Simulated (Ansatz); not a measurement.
**CH₃NSi: single points off equilibrium**

One table from this session's results is given with a row withheld; the runs are named, their logs left out.

The runs use Ansatz 0.2.0, Gaussian basis; single points in def2-TZVPP.

Cores are frozen in the correlated methods. B3LYP uses VWN-RPA correlation.

## Starting geometry

SMILES `NC#[SiH]`, 6 atoms, charge 0, spin multiplicity 1.

Atoms are counted from 1 here; the program's logs count them from 0.

Bond lengths: N1–C2 1.287 Å, N1–H4 0.989 Å, N1–H5 0.944 Å, C2–Si3 1.710 Å, Si3–H6 1.410 Å. Angles: C2–N1–H4 124.0°, C2–N1–H5 122.5°, H4–N1–H5 111.9°, N1–C2–Si3 142.8°, C2–Si3–H6 118.2°.

Coordinates:

```csv
atom,x (Å),y (Å),z (Å)
N1,-0.5156,0.2041,-1.0112
C2,-0.0853,-0.2093,0.1287
Si3,0.9262,0.2194,1.4394
H4,-1.4024,0.6201,-1.1505
H5,-0.1127,-0.0477,-1.8266
H6,1.0396,-0.6828,2.5166
```

Set-up of the first run:

Contents of run/in.yaml:

```yaml
crystal:
  periodic: [false, false, false]
  atoms:
    - {symbol: N, position_ang: [-0.515600, 0.204100, -1.011200]}
    - {symbol: C, position_ang: [-0.085300, -0.209300, 0.128700]}
    - {symbol: Si, position_ang: [0.926200, 0.219400, 1.439400]}
    - {symbol: H, position_ang: [-1.402400, 0.620100, -1.150500]}
    - {symbol: H, position_ang: [-0.112700, -0.047700, -1.826600]}
    - {symbol: H, position_ang: [1.039600, -0.682800, 2.516600]}
basis:
  gaussian: {orbitals: def2-TZVPP}
correlation: {method: ccsd_t}
output: {forces: true}
```

The command line of these runs was not kept.

Among the steps run: CCSD(T)/def2-TZVPP; PBE0-D4/def2-TZVPP; wB97M-V/def2-TZVPP; r2SCAN-D4/def2-TZVPP; PBE-D4/def2-TZVPP; wB97X-V/def2-TZVPP; B3LYP-D4/def2-TZVPP.

One of the session's tables, all rows but one given; the rest of the session is left out.

```
   method  RMS force component (eV/Å)  angle to CCSD(T) forces (°)  dipole (D)
  CCSD(T)                       1.294                    reference        3.16
  PBE0-D4                       1.357                         13.7        3.17
  wB97M-V                       1.326                         12.0        3.20
r2SCAN-D4                           ?                            ?           ?
   PBE-D4                       1.447                          9.5        3.21
  wB97X-V                       1.370                         11.9        3.25
 B3LYP-D4                       1.331                         11.4        3.14
```

**Question.** Estimate the row for r2SCAN-D4.

**Answer.** RMS force component (eV/Å): 1.352; angle to CCSD(T) forces (°): 10.1; dipole (D): 3.23. In the column «RMS force component (eV/Å)» it lies between B3LYP-D4 (1.331) and PBE0-D4 (1.357).
